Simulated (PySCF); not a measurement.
## Worked example for methane: ionisation energy to the radical cation

Structure: `C` (CH4).

These are calculated values, ωB97X-D3(BJ)/ma-def2-TZVP in PySCF (grid level 2) at geometries from PBE0-D3(BJ)/def2-SVP. The prefix ma- adds one diffuse s and one diffuse p function on all atoms but H. ωB97X-D3(BJ) is ωB97X-V with D3(BJ) in place of VV10. Zero-point energies come from unscaled PBE0-D3(BJ)/def2-SVP harmonic frequencies.

| state | structure | E / Eh |
| --- | --- | --- |
| parent | parent | -40.558432 |
| radical cation | parent | -40.032199 |
| radical cation | radical cation | -40.088034 |
| parent | radical cation | -40.497529 |

Zero-point energy of the radical cation less that of the parent: -0.232 eV. 1 Eh = 27.2114 eV.

Task: Work out the vertical and adiabatic ionisation energy.

Result: Vertical: (-40.032199) − (-40.558432) = 0.526233 Eh = 14.32 eV. Adiabatic: 0.470398 Eh = 12.800 eV, and 12.57 eV with zero-point energy.

Task: And the inner reorganisation energy of self-exchange?

Result: The radical cation relaxes by 1519.4 meV and the parent by 1657.3 meV, so λ = 3177 meV.
